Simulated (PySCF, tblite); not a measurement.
A complex of phosphonium and methanol

A gas-phase complex of phosphonium and methanol; charge +1, singlet. The structure comes from a short search (6 tight-binding starts) and was relaxed by PBE0-D3(BJ)/def2-SVPD; another way of binding may lie lower. No frequency run checks that it is a minimum.

```
part         name  SMILES  atoms  charge  multiplicity
   1  phosphonium  [PH4+]    1–5      +1             1
   2     methanol      CO   6–11       0             1
```

Coordinates in Å:
```
P1      0.013    0.173    0.222
H2      0.167    0.042    1.610
H3     -0.412   -1.085   -0.261
H4     -0.991    1.096   -0.105
H5      1.227    0.469   -0.414
C6      1.294    2.626    2.465
O7      0.795    2.405    1.147
H8      0.626    3.284    3.037
H9      1.344    1.652    2.968
H10     2.307    3.052    2.436
H11     0.772    3.237    0.664
```

```csv
contact,kind (by geometry),distance (Å),angle (°)
H3–P1···O7,pnictogen bond,2.539,178
```

Interaction energies are complex less parts, with the parts frozen as they stand in it; counterpoise-corrected, in kcal/mol (PySCF).

(1) How strongly do the parts interact, level by level?

(2) What holds them together? Decompose the wB97M-D3(BJ)/def2-TZVPD energy: frozen parts, their antisymmetrised product, then relaxation.

The parts were also relaxed and run alone, at the levels used for the complex: shieldings by PBE0/pcSseg-2.

Values alone: H3–P1 bond (Å): 1.409; shielding of P1 (ppm): 435.3; shielding of O7 (ppm): 328.4; shielding of H3 (ppm): 25.15.

(3) How do these values change when the complex forms?

## Answers

(1) 
```json
{"level": "wB97M-D3(BJ)/def2-TZVPD", "interaction": "-19.14", "superposition error removed": "-0.09"}
{"level": "PBE0-D3(BJ)/def2-TZVPD", "interaction": "-19.27", "superposition error removed": "-0.10"}
```

(2) electrostatic -23.2, Pauli repulsion +18.6, orbital relaxation -12.7, dispersion correction -1.9 kcal/mol, which sum to the value before the counterpoise correction; the Pauli term holds the exchange-correlation of the frozen density too. Of the attraction, 61 % is electrostatic, 34 % is orbital relaxation, 5 % is dispersion correction.

(3) 
| property | alone | in the complex | change |
| --- | --- | --- | --- |
| H3–P1 bond (Å) | 1.409 | 1.413 | +0.004 |
| shielding of P1 (ppm) | 435.3 | 430.6 | -4.7 |
| shielding of O7 (ppm) | 328.4 | 296.0 | -32.4 |
| shielding of H3 (ppm) | 25.15 | 25.79 | +0.64 |

The 3 runs behind this took 56 s in all, one thread each of Intel Xeon 6975P-C on a shared host, launched as `OMP_NUM_THREADS=1 python cluster_run.py task.json out`.
